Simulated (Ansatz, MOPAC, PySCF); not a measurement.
Pair of molecules: C5H10 (SMILES C1CCCC1) (first 15 atoms) with C5H12 (SMILES CC(C)(C)C); geometry from S66by8 set.
(charge 0, multiplicity 1):
```xyz
32

C      0.80129    -1.01650    -2.62855
H      0.85494    -1.11650    -3.71430
H      1.49278    -1.73861    -2.19657
C      1.11827     0.43051    -2.21662
H      1.83952     0.89570    -2.88583
H      1.55695     0.44538    -1.21920
C     -0.24318     1.17125    -2.21331
H     -0.25670     2.00642    -2.91096
H     -0.44742     1.58255    -1.22530
C     -1.29733     0.10937    -2.57698
H     -1.47218     0.11080    -3.65429
H     -2.25535     0.28360    -2.08913
C     -0.64550    -1.21451    -2.17998
H     -1.12306    -2.08207    -2.63329
H     -0.68464    -1.33973    -1.09607
C      0.05113     0.09958     2.29572
C     -0.04521    -0.05251     3.81136
H      0.94733    -0.06797     4.26372
H     -0.60414     0.77538     4.24980
H     -0.55238    -0.98117     4.07671
C      0.76518     1.40648     1.96010
H      0.84670     1.53998     0.88042
H      0.22171     2.26117     2.36560
H      1.77279     1.41713     2.37833
C     -1.35388     0.11940     1.69840
H     -1.31695     0.23659     0.61455
H     -1.93618     0.94683     2.10675
H     -1.88378    -0.80838     1.91973
C      0.83903    -1.07391     1.71839
H      0.34381    -2.02090     1.93863
H      0.93387    -0.98672     0.63525
H      1.84375    -1.11131     2.14213
```

Monomers are frozen at their geometry in the pair; levels with a basis set take the counterpoise correction. Rows marked so take none.

Rows in 3-21G, 6-31G* carry no dispersion term and start afresh at each structure (6-31G* with six Cartesian d functions). MP2/6-31G* freezes PySCF's default core. The state reached by AM1, PM6, PM7 isn't checked; PM7 holds dispersion and hydrogen-bond terms.

Programs: Ansatz (Gaussian basis) for Hartree–Fock, density functionals and correlated methods; MOPAC for AM1, PM6, PM7 (differences of heats of formation); PySCF for 3-21G rows, 6-31G* rows, the dispersion terms. Each number belongs to the level named beside it.

Other levels give for the interaction energy: PBE/def2-TZVPPD 8.3; B3LYP/def2-TZVPPD 66.6; B3LYP-D3(BJ)/def2-TZVPPD -110.7 meV.

Task: What do these common cheap choices give for the same quantity: AM1, PM6, PM7, HF/3-21G (no counterpoise), HF/6-31G* (no counterpoise), BP86/6-31G* (no counterpoise), M06-2X/6-31G* (no counterpoise), MP2/6-31G* (no counterpoise)?

Result: AM1 -29.1; PM6 -29.8; PM7 -144.9; HF/3-21G (no counterpoise) 24.7; HF/6-31G* (no counterpoise) 83.1; BP86/6-31G* (no counterpoise) 53.9; M06-2X/6-31G* (no counterpoise) -99.5; MP2/6-31G* (no counterpoise) -77.5 meV. They span -144.9 to 83.1 meV.

Ansatz is a program for electronic structure.
